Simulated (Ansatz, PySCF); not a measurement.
System: C2H6N, net charge 0, doublet state. SMILES: N([CH2])C
Geometry: optimised at B3LYP-D3(BJ)/def2-TZVP (Ansatz, a program for electronic structure).

Wanted: atomisation energy, in kcal/mol. Terms: UHF or UKS for open shells; dispersion terms only where a functional's name holds one; atomisation electronic, to ground-state atoms; six Cartesian d functions in 6-31G* and its kin unless marked 5d; frozen cores in correlated levels; non-relativistic; 6-311+G** with 5d; no spin-orbit coupling. Basis-set limits of correlation are two-point, X^-3; Hartree-Fock from the larger set. [CCSD(T)-MP2]/basis is that difference in the basis named. First-principles rows: single points at B3LYP-D3(BJ) geometries (Ansatz).

Coupled cluster (Ansatz) is a level with limits of its own, used here on species with T1 under 0.025 (0.045 for open shells) and stable references: RI-MP2/CBS(cc-pVTZ,cc-pVQZ)+[CCSD(T)-MP2]/cc-pVTZ.

Value to compare with, RI-MP2/CBS(cc-pVTZ,cc-pVQZ)+[CCSD(T)-MP2]/cc-pVTZ (Ansatz): 769.7 kcal/mol.

```csv
level,program,atomisation energy (kcal/mol),difference
HF/6-31G*,Ansatz,550.7,-219.0
PBE/3-21G,Ansatz,776.5,6.8
PBE/6-31G*,Ansatz,786.8,17.1
PBE/6-311+G**,Ansatz,785.4,15.7
BLYP/6-31G*,Ansatz,767.9,-1.8
B3LYP/6-31G,Ansatz,751.3,-18.4
B3LYP/6-31G*,Ansatz,769.6,-0.1
B3LYP/cc-pVDZ,Ansatz,760.4,-9.3
M06-2X/6-311+G**,PySCF,765.6,-4.1
B3PW91/6-31G* (5d),PySCF,770.8,1.1
PBE/def2-TZVPD,Ansatz,788.8,19.1
B3LYP-D3(BJ)/def2-TZVPD,Ansatz + dftd3,778.1,8.4
```

Among the 10 habitual levels, HF/6-31G* lies farthest from RI-MP2/CBS(cc-pVTZ,cc-pVQZ)+[CCSD(T)-MP2]/cc-pVTZ (Ansatz) (-219.0 kcal/mol) and B3LYP/6-31G* nearest (-0.1); 4 of 10 lie above it, and their mean absolute difference is 29.3 kcal/mol, the median 8.1. One case shows no general order.

The levels are drawn from those run, B3LYP/6-31G* more often than the rest, none by its result; runs whose electronic state is in doubt are left out.
